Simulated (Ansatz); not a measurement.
**CHLiSi (SMILES [Li][C]#[SiH]): one structure at several levels**

The task here is to estimate one member of a computed series from the others.

Program: Ansatz 0.2.0, Gaussian basis. Level of theory: single points in def2-TZVPP. These are calculated values, not measurements.

Cores are frozen in the correlated methods. The outer core shell of Li, Na, Mg and K is correlated.

### Starting geometry

SMILES `[Li][C]#[SiH]`, 4 atoms, charge 0, spin multiplicity 1.

Atoms are counted from 1 here; the program's logs count them from 0.

Bond lengths: Li1–C2 1.969 Å, C2–Si3 1.680 Å, Si3–H4 1.596 Å. Angles: Li1–C2–Si3 121.6°, C2–Si3–H4 161.1°.

As a file:

```xyz
4
charge 0, multiplicity 1
Li   -1.60520    1.37750   -1.16930
C    -1.01830   -0.03600    0.06920
Si    0.60990   -0.36000    0.32780
H     1.94780   -1.08850    0.80330
```

Set-up of the first run:

Contents of run/in.yaml:

```yaml
crystal:
  periodic: [false, false, false]
  atoms:
    - {symbol: Li, position_ang: [-1.605200, 1.377500, -1.169300]}
    - {symbol: C, position_ang: [-1.018300, -0.036000, 0.069200]}
    - {symbol: Si, position_ang: [0.609900, -0.360000, 0.327800]}
    - {symbol: H, position_ang: [1.947800, -1.088500, 0.803300]}
basis:
  gaussian: {orbitals: def2-TZVPP}
correlation: {method: ccsd_t}
output: {forces: true}
```

No record of the launch command was kept for these runs.

Among the steps run: CCSD(T)/def2-TZVPP; PBE0-D4/def2-TZVPP; wB97M-V/def2-TZVPP; r2SCAN-D4/def2-TZVPP; PBE-D4/def2-TZVPP; BLYP-D4/def2-TZVPP; B97M-V/def2-TZVPP.

One of the session's tables, all rows but one given; the rest of the session is left out.

```
   method  RMS force component (eV/Å)  angle to CCSD(T) forces (°)  dipole (D)
  CCSD(T)                       0.589                    reference        5.84
  PBE0-D4                       0.489                         38.8        5.46
  wB97M-V                       0.572                         50.9        5.35
r2SCAN-D4                           ?                            ?           ?
   PBE-D4                       0.437                         14.1        5.51
  BLYP-D4                       0.467                         10.9        5.46
   B97M-V                       0.432                         37.0        5.69
```

**Question.** Estimate the row for r2SCAN-D4.

The run gave: RMS force component (eV/Å): 0.456; angle to CCSD(T) forces (°): 29.1; dipole (D): 5.64. In the column «RMS force component (eV/Å)» it lies between PBE-D4 (0.437) and BLYP-D4 (0.467).
